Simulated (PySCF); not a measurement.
An unknown is described by computed data only.

Elements present: C, Cl, H and Si. Monoisotopic mass: 79.9849 u.

* NMR, other nuclei: isotropic shieldings of nuclei other than C and H, by class: 358 (1 Si), 981 (1 Cl) ppm [GIAO B97-2/pcSseg-2]
* 1H NMR: chemical shifts (computed TMS as zero) by class: 5.22 (2 H), 0.50 (3 H) ppm [GIAO B97-2/pcSseg-2]
* Dipole: 2.01 D [B97-2/pcSseg-2]
* 13C NMR: chemical shifts (computed TMS as zero) by class: 0.1 (1 C) ppm [GIAO B97-2/pcSseg-2]
* Rotational structure: rotational constants A, B, C: 16.126, 3.873, 3.308 GHz [PBE0-D3(BJ)/def2-TZVP]

The electronic properties come from PySCF, for the isolated species, density fitting. Levels stand in brackets. Geometry: PBE0-D3(BJ)/def2-TZVP; no solvent, vibrations or thermal averaging. NMR classes are plain means over equivalent atoms (diastereotopic ones count apart unless rotation or inversion swaps them), as if these changed places fast.

Question: Which formula fits the mass and the elements?

Answer: CH5ClSi (calculated 79.9849). No other formula that holds each of these elements comes within 0.0003 u with a fitting electron parity and a possible valence count.

Question: Give a SMILES that accounts for the data.

Answer: Numbering: `[CH3:1][SiH2:2][Cl:3]`. Its formula, CH5ClSi, gives 0 degrees of unsaturation, so no ring and no π bond. The one carbon: Si-methyl carbon [C1] (0.1 ppm). Hydrogen classes from least to most shielded: 2 H on a chlorine-bound silicon, Si2 (5.22 ppm), 3 H on an Si-methyl carbon, C1 (0.50 ppm). The other shieldings belong to: 358 ppm, chlorine-bound silicon [Si2]; 981 ppm, silicon-bound chlorine [Cl3]. The optimised geometry has point group Cs and is an asymmetric top. Structure: methylsilylchloride, `C[SiH2]Cl`. The assignments are read from this structure; whether some other isomer fits the data as well wasn't checked.
